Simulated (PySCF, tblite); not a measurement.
Species: chlorotrifluoroethylene, C₂ClF₃.
Numbering: `[F:1][C:2]([F:3])=[C:4]([F:5])[Cl:6]`

Computed geometry: GFN2-xTB, gas phase.

Question: List the bond lengths, angles and torsions at this level.

Answer: 
```csv
bond,length (Å),order
F1–C2,1.322,single
C2–F3,1.321,single
C2=C4,1.332,double
C4–F5,1.334,single
C4–Cl6,1.709,single
```

Orders are formal, as drawn. A selection of angles:
```csv
angle,degrees
F1–C2–F3,111.5
F1–C2–C4,124.7
F3–C2–C4,123.8
C2–C4–F5,120.5
C2–C4–Cl6,124.3
F5–C4–Cl6,115.3
```

Torsions: F1–C2–C4–F5 0° (synperiplanar).

The 6 heavy atoms lie in one plane (0.000 Å rms).

Point group: Cs (tolerance 0.08 Å). Whether it is a minimum is left open (no frequencies).

---

Species: cyclopropane, C3H6.
SMILES with atom numbers: `[CH2:1]1[CH2:2][CH2:3]1` (hydrogens: H4, H5 on C1; H6, H7 on C2; H8, H9 on C3)

Computed geometry: GFN2-xTB, gas phase.

Give the optimised bond lengths and angles.

| bond | length (pm) | order |
| --- | --- | --- |
| C1–C2, C1–C3, C2–C3 | 149.6 | single |
| C1–H4 and 5 like bonds | 107.9 | single |

Bonds in one row agree within 1 pm and their mean is given. Orders are formal, as drawn. A selection of angles:
| angle | degrees |
| --- | --- |
| C2–C1–C3 | 60.0 |
| C2–C1–H4 | 118.3 |
| H4–C1–H5 | 113.6 |

All 3 C–C bonds measure 1.496 Å. All internal angles of the 3-membered ring C1–C2–C3 are 60.0°.

Point group: D3h (every atom within 0.08 Å of its image). Its GFN2-xTB frequencies are all real (lowest 770 cm⁻¹).

---

Species: methanol, CH₄O.
SMILES with atom numbers: `[CH3:1][OH:2]` (hydrogens: H3, H4, H5 on C1; H6 on O2)

Computed geometry: GFN2-xTB, gas phase.

(1) What internal coordinates does the optimisation give?

Answers

(1) 
```tsv
bond	length (Å)	order
C1–O2	1.406	single
C1–H3, C1–H4, C1–H5	1.093	single
O2–H6	0.963	single
```

Bonds in one row agree within 0.01 Å and their mean is given. Orders are formal, as drawn. A selection of angles:
```tsv
angle	degrees
O2–C1–H3	111.7
O2–C1–H4	106.5
H3–C1–H4	108.9
C1–O2–H6	109.0
```

Point group: Cs (every atom within 0.08 Å of its image). No frequency check.
